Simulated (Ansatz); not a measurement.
Ideal-gas functions of `C[SiH2]Cl` at 298.15 K and 1 bar, from an Ansatz frequency run at PBE0-D4/def2-TZVP.

Molar mass 80.59 g/mol, point group Cs (symmetry number 1), electronic degeneracy 1, moments of inertia 31.452, 131.335, 153.71 u Å². Harmonic wavenumbers (cm⁻¹, unscaled): 164, 198, 492, 528, 678, 699, 755, 883, 910, 959, 1278, 1442, 1448, 2237, 2242, 3053, 3138, 3150.

Use S(trans) = R[1.5 ln M + 2.5 ln T − 1.1517]; rotational temperatures θ = 24.2544 K / I; S(rot) = R[ln(√π/σ · √(T³/θAθBθC)) + 1.5]; for each mode x = 1.438777 ν̃/T, S = R[x/(eˣ − 1) − ln(1 − e⁻ˣ)] and H = RT x/(eˣ − 1); 1 cm⁻¹ = 0.0119627 kJ/mol; R = 8.31446 J/(mol·K).

Q: By hand: the entropy, in J/(mol·K).

A: Translation 163.6. Rotation: θ = 0.7712, 0.1847, 0.1578 K, giving 104.1. Vibration, mode by mode: 10.47, 9.00, 2.84, 2.48, 1.39, 1.29, 1.03, 0.63, 0.56, 0.46, 0.13, 0.06, 0.06, 0.00, 0.00, 0.00, 0.00, 0.00, in all 30.4. Electronic 0.0. Sum 298.1 J/(mol·K).

Q: By hand: H − E and G − E in kJ/mol, counted from the electronic energy.

A: Zero-point energy ½ × 24254 × 0.0119627 = 145.1; thermal vibration 5.6; translation, rotation and pV give 4 RT = 9.9. H − E = 160.6 kJ/mol, and G − E = 160.6 − 298.15 × 298.1/1000 = 71.7 kJ/mol.

Vibration gives 10 % of the entropy.
